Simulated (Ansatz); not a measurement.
# SiNH5 (singlet): wave-function methods side by side at twist about Si1–N2 = 0.0°, cc-pVDZ

One table from this session's results is given with a row withheld; the runs are named, their logs left out.

Program: Ansatz 0.2.0, Gaussian basis. Level of theory: cc-pVDZ, core rule «outside noble gas», up to 6 orbitals frozen. These are calculated values, not measurements.

To be run: UHF; CCSD(T) on RHF; BCCD(T) on RHF; CISD; CCSDT(Q) on RHF; CASSCF and NEVPT2, 2 electrons in 2 orbitals; CASSCF and NEVPT2, 8 electrons in 8 orbitals.

16 further runs of the same task are left out: 13 that didn't finish, 3 set aside as unsound or not needed.

## What is computed

The geometry derives from a PBE0/def2-TZVP stationary point (not a proven minimum). One half is turned about the bond named; the halves are rigid.

7 atoms, charge 0, spin multiplicity 1.

Atoms are counted from 1 here; the program's logs count them from 0.

Bond lengths: Si1–N2 1.720 Å, Si1–H3 1.486 Å, Si1–H4 1.486 Å, Si1–H5 1.494 Å, N2–H6 1.007 Å, N2–H7 1.007 Å. Angles: N2–Si1–H3 107.9°, N2–Si1–H4 107.9°, N2–Si1–H5 116.0°, H3–Si1–H4 110.5°, H3–Si1–H5 107.3°, H4–Si1–H5 107.3°, Si1–N2–H6 119.6°, Si1–N2–H7 119.6°, H6–N2–H7 110.6°.

Set-up of the first run:

Contents of in.yaml:

```yaml
crystal:
  periodic: [false, false, false]
  atoms:
    - {symbol: Si, position_ang: [-0.011347, 0.000000, 0.572608]}
    - {symbol: N, position_ang: [0.053849, 0.000000, -1.146526]}
    - {symbol: H, position_ang: [0.684273, -1.220684, 1.055828]}
    - {symbol: H, position_ang: [0.684271, 1.220686, 1.055828]}
    - {symbol: H, position_ang: [-1.378529, -0.000001, 1.175249]}
    - {symbol: H, position_ang: [-0.211071, -0.828320, -1.654829]}
    - {symbol: H, position_ang: [-0.211072, 0.828319, -1.654829]}
basis:
  gaussian: {orbitals: cc-pVDZ}
magnetization: {spin_polarized: true, initial_magnetization: 0}
hamiltonian: {xc: hf}
output: {orbitals: {seedname: orbitals}}
```

Started as:

```
$ ansatz run in.yaml --threads 1 --pin off --events-out ev --progress --plain --max-ram 2393MiB
```

Steps of the session up to this table: UHF; CCSD(T) on RHF; BCCD(T) on RHF; CISD; CCSDT(Q) on RHF; CASSCF and NEVPT2, 2 electrons in 2 orbitals; CASSCF and NEVPT2, 8 electrons in 8 orbitals.

One table of the session follows, with a row left open; its other results are not shown here.

```
         method  from RCCSDT(Q) (meV)
            RHF               +8841.4
           RMP2                     ?
           CISD                +962.0
          RCCSD                +217.6
       RCCSD(T)                 +32.8
        BCCD(T)                 +32.0
         RCCSDT                 +14.3
      RCCSDT(Q)                     0
    CASSCF pair               +8378.9
    NEVPT2 pair               +1194.9
CASSCF frontier               +5945.1
NEVPT2 frontier               +1380.5
```

Estimate the missing values for RMP2.

As computed: from RCCSDT(Q) (meV): +1167.7. In the column «from RCCSDT(Q) (meV)» it lies between CISD (+962.0) and NEVPT2 pair (+1194.9).
